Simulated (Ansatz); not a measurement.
Z-matrix (Å, degrees):
```
C
S 1 1.832
C 1 1.449 2 62.1
H 1 1.085 2 115.3 3 110.5
H 1 1.085 2 115.3 3 -110.5
C 3 1.313 1 146.4 2 -180.0
F 6 1.341 3 121.0 1 -0.0
H 6 1.082 3 125.5 1 180.0
```

Total charge 0; spin multiplicity 1.

**Question.** List the PBE0/def2-TZVPP orbital energies in eV (Ansatz 0.2.0). (An estimate is asked.)

**Answer.** Computed: Occupied: -2422.97, -674.42, -280.56, -279.89, -279.64, -218.26, -162.10, -162.04, -161.86, -34.34, -25.07, -20.84, -18.07, -16.33, -14.78, -14.15, -13.68, -13.00, -11.17, -9.95, -9.62, -8.64, -6.51. Lowest empty: -0.39, 0.07, 1.13, 1.84, 2.52, 3.24, 3.36, 3.84.
